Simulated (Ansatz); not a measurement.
**BN (singlet): r2SCAN0, wB97M-V over a scan of the distance B1–N2, 6-31G**

How well do these functionals follow the top wave-function level for BN (singlet) over a scan of the distance B1–N2?

The runs use Ansatz 0.2.0, Gaussian basis; 6-31G, all electrons in the functionals.

To be run: r2SCAN0, wB97M-V, at 1.028 Å; 1.158 Å; 1.262 Å; 1.407 Å; 1.516 Å; 1.755 Å; 2.001 Å; 2.342 Å; 2.833 Å; 3.407 Å; 4.376 Å.

23 further runs of the same task are left out: 2 for a known fault of the program, 16 that didn't finish, 5 set aside as unsound or not needed.

**1. The geometry**

The geometry derives from a PBE0/def2-TZVP stationary point (not a proven minimum). One bond is set to the value named and the two fragments are kept rigid.

2 atoms, charge 0, spin multiplicity 1.

Atoms are counted from 1 here; the program's logs count them from 0.

Bond lengths: B1–N2 1.262 Å.

As a file:

```
atom    x (Å)    y (Å)    z (Å)
  B1  0.00000  0.00000  0.00000
  N2  0.00000  0.00000  1.26154
```

No dispersion term is added; wB97M-V holds VV10 nonlocal correlation.

The geometry shown and the zero of energy belong to the point 1.262 Å. The yardstick, FCI, and other wave-function levels (R restricted, U unrestricted, valence and pair active spaces) come from earlier runs.

**2. r2SCAN0, 1.028 Å**

in.yaml

```yaml
crystal:
  periodic: [false, false, false]
  atoms:
    - {symbol: B, position_ang: [0.000000, 0.000000, 0.000000]}
    - {symbol: N, position_ang: [0.000000, 0.000000, 1.028000]}
basis:
  gaussian: {orbitals: 6-31G}
magnetization: {spin_polarized: true, initial_magnetization: 0}
hamiltonian: {xc: {name: r2SCAN0}}
```

The run is started by

```
$ ansatz run in.yaml --threads 1 --pin off --events-out ev --progress --plain --max-ram 2393MiB
```

Further steps of the session: r2SCAN0, 1.158 Å; r2SCAN0, 1.262 Å; r2SCAN0, 1.407 Å; r2SCAN0, 1.516 Å; r2SCAN0, 1.755 Å; r2SCAN0, 2.001 Å; r2SCAN0, 2.342 Å; r2SCAN0, 2.833 Å; r2SCAN0, 3.407 Å; r2SCAN0, 4.376 Å; wB97M-V, 1.028 Å; wB97M-V, 1.158 Å; wB97M-V, 1.262 Å; wB97M-V, 1.407 Å; wB97M-V, 1.516 Å; wB97M-V, 1.755 Å; wB97M-V, 2.001 Å; wB97M-V, 2.342 Å; wB97M-V, 2.833 Å; wB97M-V, 3.407 Å; wB97M-V, 4.376 Å.

**Question.** What will the summary of the whole plan be? Wanted: span of the FCI curve; largest miss, r2SCAN0; largest miss, wB97M-V.

As calculated:

| quantity | value |
| --- | --- |
| span of the FCI curve | 144.7 kcal/mol |
| largest miss, r2SCAN0 | -14.3 kcal/mol (1.028 Å) |
| largest miss, wB97M-V | -11.9 kcal/mol (1.028 Å) |

**Reading.** Of the functionals, wB97M-V keep the smallest largest miss at the points compared (at most 11.9 kcal/mol) and r2SCAN0 strays most (14.3 kcal/mol, at 1.028 Å). r2SCAN0, wB97M-V clearly break the spin symmetry at some points (⟨S²⟩ up to 2.00 above the pure value), so energy there is bought with a mixed spin. Functionals and the yardstick converge differently with the basis, so part of each miss in 6-31G is the basis.
